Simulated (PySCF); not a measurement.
**C2H6O (dimethyl ether) at 6 levels**

Aim: a comparison of 6 runs (HF/3-21G, B3LYP/6-31G*, B3LYP/cc-pVDZ, BHLYP/cc-pVDZ, wB97M-V/cc-pVDZ, wB97X/cc-pVDZ) of C2H6O (dimethyl ether). The job is set up through a Python script.

Program for the calculation: PySCF 2.14.0.

1 further run of the same task is left out (set aside as unsound or not needed).

## (1) The molecule

C2H6O: 9 atoms, total charge 0, spin state singlet. As SMILES, `COC`. The shape is that of a PBE0-D4/def2-TZVP optimisation.

Bond lengths: C1–O2 1.399 Å, O2–C3 1.399 Å, C1–H4 1.100 Å, C1–H5 1.090 Å, C1–H6 1.100 Å, C3–H7 1.100 Å, C3–H8 1.090 Å, C3–H9 1.100 Å. Some angles: C1–O2–C3 112.1°, O2–C1–H4 111.6°, O2–C1–H5 107.7°, O2–C1–H6 111.6°, O2–C3–H7 111.6°, O2–C3–H8 107.7°, O2–C3–H9 111.6°, H4–C1–H5 108.9°, H4–C1–H6 108.2°, H5–C1–H6 108.9°.

## (2) The energy at HF/3-21G (run 1)

File input.py:

```python
# COC
from pyscf import gto

system = gto.M(
    atom='''
C     -0.413190     0.872670    -0.645330
O      0.563380    -0.127830    -0.595980
C      0.479050    -0.887610     0.575660
H     -1.427650     0.449000    -0.618190
H     -0.283130     1.417120    -1.580990
H     -0.312930     1.577090     0.193180
H     -0.493490    -1.394000     0.659910
H      1.266920    -1.640470     0.540090
H      0.621040    -0.265980     1.471640
''',
    verbose=3,
    charge=0,
    basis='3-21g',
    max_memory=1860,
    spin=0,
)

mf = system.RHF()
mf.conv_tol = 1e-10
mf.kernel()
if not mf.converged:
    mf = mf.newton().run(mf.mo_coeff, mf.mo_occ)

energy = mf.e_tot
print(f'total energy: {energy:.8f} hartree')
```

On the command line:

```sh
$ OMP_NUM_THREADS=1 python input.py
```

What it wrote:

```text
converged SCF energy = -153.210787932104
total energy: -153.21078793 hartree
```

Wall time 0.62 s (1 thread of Arm Neoverse V2, shared host); peak memory 0.12 GiB.

## (3) The energy at B3LYP/6-31G(d) (spherical functions) (run 2)

File job.py:

```python
from pyscf import gto, dft

mol = gto.Mole()
mol.atom = '''
C     -0.413190     0.872670    -0.645330
O      0.563380    -0.127830    -0.595980
C      0.479050    -0.887610     0.575660
H     -1.427650     0.449000    -0.618190
H     -0.283130     1.417120    -1.580990
H     -0.312930     1.577090     0.193180
H     -0.493490    -1.394000     0.659910
H      1.266920    -1.640470     0.540090
H      0.621040    -0.265980     1.471640
'''
mol.max_memory = 1860
mol.verbose = 3
mol.spin = 0
mol.charge = 0
mol.basis = '6-31g*'
mol.build()

mf = dft.RKS(mol)
mf.xc = 'b3lyp'
mf.grids.level = 5
mf.conv_tol = 1e-10
mf.kernel()
if not mf.converged:
    mf = mf.newton().run(mf.mo_coeff, mf.mo_occ)

e_final = mf.e_tot
print(f'total energy: {e_final:.8f} hartree')
```

On the command line:

```sh
$ OMP_NUM_THREADS=1 python job.py
```

What it wrote:

```text
converged SCF energy = -155.022245204142
total energy: -155.02224520 hartree
```

It took 7.8 s on 1 thread of Arm Neoverse V2, shared host; peak memory 0.3 GiB.

Runs 3 to 5 aren't shown in full; the table further down has their settings and results.

## (4) A single-point energy at wB97X/cc-pVDZ (run 6)

File mol.xyz:

```xyz
9

C     -0.413190     0.872670    -0.645330
O      0.563380    -0.127830    -0.595980
C      0.479050    -0.887610     0.575660
H     -1.427650     0.449000    -0.618190
H     -0.283130     1.417120    -1.580990
H     -0.312930     1.577090     0.193180
H     -0.493490    -1.394000     0.659910
H      1.266920    -1.640470     0.540090
H      0.621040    -0.265980     1.471640
```

File input.py:

```python
from pyscf import gto, dft

molecule = gto.Mole()
molecule.atom = 'mol.xyz'
molecule.verbose = 4
molecule.basis = 'cc-pvdz'
molecule.charge = 0
molecule.spin = 0
molecule.max_memory = 1860
molecule.build()

mf = dft.RKS(molecule, xc='wb97x')
mf.conv_tol = 1e-10
mf.grids.level = 5
mf.kernel()
if not mf.converged:
    mf = mf.newton().run(mf.mo_coeff, mf.mo_occ)

e_tot = mf.e_tot
print('E = %.10f Eh' % e_tot)
```

On the command line:

```sh
$ OMP_NUM_THREADS=1 python input.py
```

What it wrote:

```text
PySCF version 2.14.0

[INPUT] num. atoms = 9
[INPUT] num. electrons = 26
[INPUT] charge = 0
[INPUT] spin (= nelec alpha-beta = 2S) = 0
[INPUT] symmetry False subgroup None
[INPUT] Mole.unit = angstrom
[INPUT] Symbol           X                Y                Z      unit          X                Y                Z       unit  Magmom
[INPUT]  1 C     -0.413190000000   0.872670000000  -0.645330000000 AA   -0.780815937409   1.649107297124  -1.219496959966 Bohr   0.0
[INPUT]  2 O      0.563380000000  -0.127830000000  -0.595980000000 AA    1.064633904057  -0.241563690503  -1.126238975718 Bohr   0.0
[INPUT]  3 C      0.479050000000  -0.887610000000   0.575660000000 AA    0.905273299973  -1.677339805425   1.087839740867 Bohr   0.0
[INPUT]  4 H     -1.427650000000   0.449000000000  -0.618190000000 AA   -2.697867501735   0.848487029930  -1.168209792945 Bohr   0.0
[INPUT]  5 H     -0.283130000000   1.417120000000  -1.580990000000 AA   -0.535038157648   2.677968685644  -2.987638105676 Bohr   0.0
[INPUT]  6 H     -0.312930000000   1.577090000000   0.193180000000 AA   -0.591351996160   2.980268173790   0.365057292743 Bohr   0.0
[INPUT]  7 H     -0.493490000000  -1.394000000000   0.659910000000 AA   -0.932560945212  -2.634278217644   1.247049166862 Bohr   0.0
[INPUT]  8 H      1.266920000000  -1.640470000000   0.540090000000 AA    2.394131821734  -3.100039015565   1.020622182616 Bohr   0.0
[INPUT]  9 H      0.621040000000  -0.265980000000   1.471640000000 AA    1.173595512400  -0.502629354612   2.780996553955 Bohr   0.0

nuclear repulsion = 84.35549670494
number of shells = 33
number of NR pGTOs = 120
number of NR cGTOs = 72
basis = cc-pvdz
ecp = {}

******** <class 'pyscf.dft.rks.RKS'> ********
method = RKS
initial guess = minao
damping factor = 0
level_shift factor = 0
DIIS = <class 'pyscf.scf.diis.CDIIS'>
diis_start_cycle = 1
diis_space = 8
diis_damp = 0
SCF conv_tol = 1e-10
SCF conv_tol_grad = None
SCF max_cycles = 50
direct_scf = True
direct_scf_tol = 1e-13
XC library pyscf.dft.libxc version 7.0.0
    S. Lehtola, C. Steigemann, M. J.T. Oliveira, and M. A.L. Marques.,  SoftwareX 7, 1–5 (2018)
XC functionals = wb97x
radial grids:
    Treutler-Ahlrichs [JCP 102, 346 (1995); DOI:10.1063/1.469408] (M4) radial grids

becke partition: Becke, JCP 88, 2547 (1988); DOI:10.1063/1.454033
pruning grids: <function nwchem_prune>
grids dens level: 5
symmetrized grids: False
atomic radii adjust function: <function treutler_atomic_radii_adjust>
small_rho_cutoff = 0
Set gradient conv threshold to 1e-05
Initial guess from minao.
tot grids = 270176
init E= -155.209218531802
  HOMO = -0.335283290633143  LUMO = 0.0868114714517034  gap/eV = 11.48578
cycle= 1 E= -154.931056044677  delta_E= 0.278  |g|= 0.527  |ddm|= 2.47
  HOMO = -0.255129047710724  LUMO = 0.144374373220821  gap/eV = 10.87104
cycle= 2 E= -154.931913572287  delta_E= -0.000858  |g|= 0.551  |ddm|= 0.678
  HOMO = -0.356375295416979  LUMO = 0.151750553221629  gap/eV = 13.82681
cycle= 3 E= -154.985061269615  delta_E= -0.0531  |g|= 0.0273  |ddm|= 0.338
  HOMO = -0.352500383853348  LUMO = 0.153716225897185  gap/eV = 13.77486
cycle= 4 E= -154.985226191127  delta_E= -0.000165  |g|= 0.00643  |ddm|= 0.0217
  HOMO = -0.354107307653596  LUMO = 0.15335207479557  gap/eV = 13.80867
cycle= 5 E= -154.985236510561  delta_E= -1.03e-05  |g|= 0.00186  |ddm|= 0.00692
  HOMO = -0.353657281286637  LUMO = 0.153548931717011  gap/eV = 13.80178
cycle= 6 E= -154.985237403998  delta_E= -8.93e-07  |g|= 0.000274  |ddm|= 0.0017
  HOMO = -0.353691149710068  LUMO = 0.153527722334289  gap/eV = 13.80213
cycle= 7 E= -154.985237435495  delta_E= -3.15e-08  |g|= 5.31e-05  |ddm|= 0.000491
  HOMO = -0.353692051034681  LUMO = 0.153525989640908  gap/eV = 13.80211
cycle= 8 E= -154.985237436908  delta_E= -1.41e-09  |g|= 9.77e-06  |ddm|= 0.000142
  HOMO = -0.353693228967979  LUMO = 0.153526388653416  gap/eV = 13.80215
cycle= 9 E= -154.985237436976  delta_E= -6.85e-11  |g|= 1.21e-06  |ddm|= 3.86e-05
  HOMO = -0.353693136032504  LUMO = 0.153526294899189  gap/eV = 13.80214
Extra cycle  E= -154.985237436978  delta_E= -1.39e-12  |g|= 4.38e-07  |ddm|= 4.32e-06
converged SCF energy = -154.985237436978
E = -154.9852374370 Eh
```

Run time: 14 s. Hardware: 1 thread of Arm Neoverse V2, shared host; peak memory 0.36 GiB.

## (5) All runs side by side

```csv
run,level,integration grid,nlc grid,energy (Eh),dipole moment (D),HOMO energy (eV),LUMO energy (eV),wall time
1,HF/3-21G,–,–,-153.210788,1.77,-11.15,7.13,0.62 s
2,B3LYP/6-31G* (spherical functions),5,–,-155.022245,1.24,-6.84,2.54,7.8 s
3,B3LYP/cc-pVDZ,5,–,-155.028865,1.13,-6.89,1.68,11 s
4,BHLYP/cc-pVDZ,5,–,-154.935232,1.27,-8.77,2.75,10 s
5,wB97M-V/cc-pVDZ,5,1,-154.943627,1.17,-9.58,3.75,54 s
6,wB97X/cc-pVDZ,5,–,-154.985237,1.21,-9.62,4.18,14 s
```

## (6) What came out

```
            quantity          value
 run 6: total energy  -154.98524 Eh
run 6: dipole moment         1.21 D
  run 6: HOMO energy       -9.62 eV
  run 6: LUMO energy        4.18 eV
run 6: HOMO–LUMO gap       13.80 eV
```

What this shows: The dipole moment (its size) runs from 1.13 D (B3LYP/cc-pVDZ) to 1.77 D (HF/3-21G). The two ends differ in method and basis. The HOMO–LUMO gap runs from 8.57 eV (B3LYP/cc-pVDZ) to 18.28 eV (HF/3-21G). Totals of different functionals can't be ranked against each other. All runs together took 96 s, the longest 54 s.
